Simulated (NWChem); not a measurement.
The numbers come from NWChem runs, not from measurements. System: difluoromethane (CH$_{2}$F$_{2}$), charge 0, spin multiplicity 1, at a geometry optimised with PBE/def2-SVP. Level: RHF/def2-TZVP.

Part of the output:

```
             Northwest Computational Chemistry Package (NWChem) 7.3.0
             --------------------------------------------------------

                                NWChem Input Module
                                -------------------

 Scaling coordinates for geometry "geometry" by  1.889725989
 (inverse scale =  0.529177249)

 Turning off AUTOSYM since
 SYMMETRY directive was detected!

                             Geometry "geometry" -> ""
                             -------------------------

 Output coordinates in angstroms (scale by  1.889725989 to convert to a.u.)

  No.       Tag          Charge          X              Y              Z
 ---- ---------------- ---------- -------------- -------------- --------------
    1 F                    9.0000     1.11048000     0.00000000    -0.28972800
    2 C                    6.0000     0.00000000     0.00000000     0.49510700
    3 F                    9.0000    -1.11048000     0.00000000    -0.28972800
    4 H                    1.0000     0.00000000     0.92257500     1.12223500
    5 H                    1.0000     0.00000000    -0.92257500     1.12223500

 Effective nuclear repulsion energy (a.u.)      76.7406131861

            Nuclear Dipole moment (a.u.)
            ----------------------------
        X                 Y               Z
 ---------------- ---------------- ----------------
     0.0000000000     0.0000000000     0.0000151178

      Symmetry information
      --------------------

 Group name             C2v
 Group number             16
 Group order               4
 No. of unique centers     3

      Symmetry unique atoms

     1    2    4


 Summary of "ao basis" -> "" (spherical)
 ------------------------------------------------------------------------------
       Tag                 Description            Shells   Functions and Types
 ---------------- ------------------------------  ------  ---------------------
 *                         def2-tzvp                  on all atoms

 Summary of "ao basis" -> "ao basis" (spherical)
 ------------------------------------------------------------------------------
       Tag                 Description            Shells   Functions and Types
 ---------------- ------------------------------  ------  ---------------------
 F                         def2-tzvp                11       31   5s3p2d1f
 C                         def2-tzvp                11       31   5s3p2d1f
 H                         def2-tzvp                 4        6   3s1p

                                 NWChem SCF Module
                                 -----------------

  ao basis        = "ao basis"
  functions       =   105
  atoms           =     5
  closed shells   =    13
  open shells     =     0
  charge          =   0.00
  wavefunction    = RHF
  use symmetry    = T
  symmetry adapt  = T

 Summary of "ao basis" -> "ao basis" (spherical)
 ------------------------------------------------------------------------------
       Tag                 Description            Shells   Functions and Types
 ---------------- ------------------------------  ------  ---------------------
 F                         def2-tzvp                11       31   5s3p2d1f
 C                         def2-tzvp                11       31   5s3p2d1f
 H                         def2-tzvp                 4        6   3s1p

      Symmetry analysis of basis
      --------------------------

        a1         40
        a2         14
        b1         29
        b2         22

 Forming initial guess at       0.1s

      Superposition of Atomic Density Guess
      -------------------------------------

 Sum of atomic energies:        -237.50710334

      Non-variational initial energy
      ------------------------------

 Total energy =    -238.281096
 1-e energy   =    -482.225261
 2-e energy   =     167.203552
 HOMO         =      -0.388240
 LUMO         =       0.133489

      Symmetry analysis of molecular orbitals - initial
      -------------------------------------------------

  Numbering of irreducible representations:

     1 a1          2 a2          3 b1          4 b2

  Orbital symmetries:

     1 a1          2 b1          3 a1          4 a1          5 b1
     6 a1          7 b1          8 a1          9 b2         10 a2
    11 b1         12 a1         13 b2         14 a1         15 b1
    16 a1         17 b2         18 b2         19 a1         20 a1
    21 b1         22 a1         23 b2

 Starting SCF solution at       0.8s

 ----------------------------------------------
         Quadratically convergent ROHF

 Convergence threshold     :          1.000E-07
 Maximum no. of iterations :          100
 Final Fock-matrix accuracy:          1.000E-09
 ----------------------------------------------

              iter       energy          gnorm     gmax       time
             ----- ------------------- --------- --------- --------
                 1     -237.9343693423  1.17D+00  3.22D-01      0.9
                 2     -237.9997482321  2.89D-01  7.59D-02      1.0
                 3     -238.0055361555  1.80D-02  5.12D-03      1.2
                 4     -238.0055720795  1.47D-04  4.21D-05      1.5
                 5     -238.0055720816  7.97D-09  1.63D-09      1.9

       Final RHF  results
       ------------------

         Total SCF energy =   -238.005572081588
      One-electron energy =   -483.476236344717
      Two-electron energy =    168.730051077058
 Nuclear repulsion energy =     76.740613186071

        Time for solution =      1.1s

       Symmetry analysis of molecular orbitals - final
       -----------------------------------------------

  Numbering of irreducible representations:

     1 a1          2 a2          3 b1          4 b2

  Orbital symmetries:

     1 b1          2 a1          3 a1          4 a1          5 b1
     6 a1          7 b2          8 a1          9 b1         10 a2
    11 b1         12 a1         13 b2         14 a1         15 b2
    16 b1         17 a1         18 b2         19 a1         20 a1
    21 b1         22 a1         23 b2

             Final eigenvalues
             -----------------

              1
    1  -26.3114
    2  -26.3114
    3  -11.4119
    4   -1.6582
    5   -1.6007
    6   -0.9652
    7   -0.7728
    8   -0.7673
    9   -0.7555
   10   -0.6680
   11   -0.6351
   12   -0.6198
   13   -0.5307
   14    0.1583
   15    0.2077
   16    0.2103
   17    0.2279
   18    0.3546
   19    0.3667
   20    0.4813
   21    0.4901
   22    0.5928
   23    0.5942

                       ROHF Final Molecular Orbital Analysis
                       -------------------------------------

 Vector   11  Occ=2.000000D+00  E=-6.351087D-01  Symmetry=b1
              MO Center= -2.9D-16,  3.5D-16, -2.5D-01, r^2= 1.7D+00
   Bfn.  Coefficient  Atom+Function         Bfn.  Coefficient  Atom+Function
  ----- ------------  ---------------      ----- ------------  ---------------
     6      0.296722  1 F  px                68      0.296722  3 F  px
     9      0.264601  1 F  px                71      0.264601  3 F  px
     8      0.202357  1 F  pz                70     -0.202357  3 F  pz
    11      0.177134  1 F  pz                73     -0.177134  3 F  pz
    12      0.151081  1 F  px                74      0.151081  3 F  px

 Vector   12  Occ=2.000000D+00  E=-6.198190D-01  Symmetry=a1
              MO Center=  1.5D-16,  1.1D-15,  1.0D-01, r^2= 1.8D+00
   Bfn.  Coefficient  Atom+Function         Bfn.  Coefficient  Atom+Function
  ----- ------------  ---------------      ----- ------------  ---------------
     8      0.297440  1 F  pz                70      0.297440  3 F  pz
    11      0.261962  1 F  pz                73      0.261962  3 F  pz
    39     -0.181471  2 C  pz                14      0.158916  1 F  pz
    76      0.158916  3 F  pz

 Vector   13  Occ=2.000000D+00  E=-5.307421D-01  Symmetry=b2
              MO Center= -3.9D-15, -3.1D-17,  4.6D-01, r^2= 1.7D+00
   Bfn.  Coefficient  Atom+Function         Bfn.  Coefficient  Atom+Function
  ----- ------------  ---------------      ----- ------------  ---------------
    38     -0.256450  2 C  py                 7      0.235657  1 F  py
    69      0.235657  3 F  py                95     -0.219425  4 H  s
   101      0.219425  5 H  s                 41     -0.212881  2 C  py
    10      0.207463  1 F  py                72      0.207463  3 F  py

 Vector   14  Occ=0.000000D+00  E= 1.582643D-01  Symmetry=a1
              MO Center= -5.1D-17, -5.0D-16,  1.3D+00, r^2= 4.9D+00
   Bfn.  Coefficient  Atom+Function         Bfn.  Coefficient  Atom+Function
  ----- ------------  ---------------      ----- ------------  ---------------
    36      2.886416  2 C  s                 96     -2.241478  4 H  s
   102     -2.241478  5 H  s                 45      0.996718  2 C  pz
    95      0.299316  4 H  s                101      0.299316  5 H  s
    34      0.182481  2 C  s

 Vector   15  Occ=0.000000D+00  E= 2.077212D-01  Symmetry=b2
              MO Center= -7.5D-17, -4.7D-15,  1.5D+00, r^2= 4.6D+00
   Bfn.  Coefficient  Atom+Function         Bfn.  Coefficient  Atom+Function
  ----- ------------  ---------------      ----- ------------  ---------------
    96      2.389863  4 H  s                102     -2.389863  5 H  s
    44     -1.361402  2 C  py                95     -0.446879  4 H  s
   101      0.446879  5 H  s                 38     -0.237526  2 C  py
    52      0.157839  2 C  d -1

 Vector   16  Occ=0.000000D+00  E= 2.103207D-01  Symmetry=b1
              MO Center=  4.5D-16, -9.0D-17,  8.6D-01, r^2= 4.2D+00
   Bfn.  Coefficient  Atom+Function         Bfn.  Coefficient  Atom+Function
  ----- ------------  ---------------      ----- ------------  ---------------
    43      1.662703  2 C  px                 5     -1.111031  1 F  s
    67      1.111031  3 F  s                 40      0.366173  2 C  px
    14     -0.347177  1 F  pz                76      0.347177  3 F  pz
    12      0.161212  1 F  px                74      0.161212  3 F  px
    54      0.157436  2 C  d  1

 center of mass
 --------------
 x =   0.00000000 y =   0.00000000 z =  -0.10192704

 moments of inertia (a.u.)
 ------------------
          36.546042260501           0.000000000000           0.000000000000
           0.000000000000         197.746548420909           0.000000000000
           0.000000000000           0.000000000000         173.453611125539

  Mulliken analysis of the total density
  --------------------------------------

    Atom       Charge   Shell Charges
 -----------   ------   -------------------------------------------------------
    1 F    9     9.28   0.77  1.20  0.59  1.01  0.34  2.24  2.27  0.83  0.00  0.01  0.00
    2 C    6     5.64   0.85  1.12  0.50  0.61  0.06  1.11  1.06  0.09  0.05  0.16  0.02
    3 F    9     9.28   0.77  1.20  0.59  1.01  0.34  2.24  2.27  0.83  0.00  0.01  0.00
    4 H    1     0.90   0.27  0.50  0.11  0.02
    5 H    1     0.90   0.27  0.50  0.11  0.02

       Multipole analysis of the density wrt the origin
       ------------------------------------------------

     L   x y z        total         open         nuclear
     -   - - -        -----         ----         -------
     0   0 0 0     -0.000000      0.000000     26.000000

     1   1 0 0      0.000000      0.000000      0.000000
     1   0 1 0     -0.000000      0.000000      0.000000
     1   0 0 1      0.843712      0.000000      0.000015

     2   2 0 0    -14.340582      0.000000     79.266861
     2   1 1 0      0.000000      0.000000      0.000000
     2   1 0 1      0.000000      0.000000      0.000000
     2   0 2 0    -11.184414      0.000000      6.078984
     2   0 1 1      0.000000      0.000000      0.000000
     2   0 0 2    -11.199579      0.000000     19.642890

 Task  times  cpu:        2.0s     wall:        2.0s

 Total times  cpu:        2.0s     wall:        2.0s
```

### Question
Write an NWChem input that would produce this output.

### Answer
Several could match; the one computed here: 
```
start mol
memory heap 200 mb stack 900 mb global 1100 mb
geometry units angstroms nocenter noautoz
  F      1.110480     0.000000    -0.289728
  C      0.000000     0.000000     0.495107
  F     -1.110480     0.000000    -0.289728
  H      0.000000     0.922575     1.122235
  H      0.000000    -0.922575     1.122235
  symmetry group C2v
end
basis spherical
  * library def2-tzvp
end
scf
  rhf
  nopen 0
  maxiter 100
  thresh 1e-7
  semidirect memsize 60000000 filesize 0
end
task scf energy
```
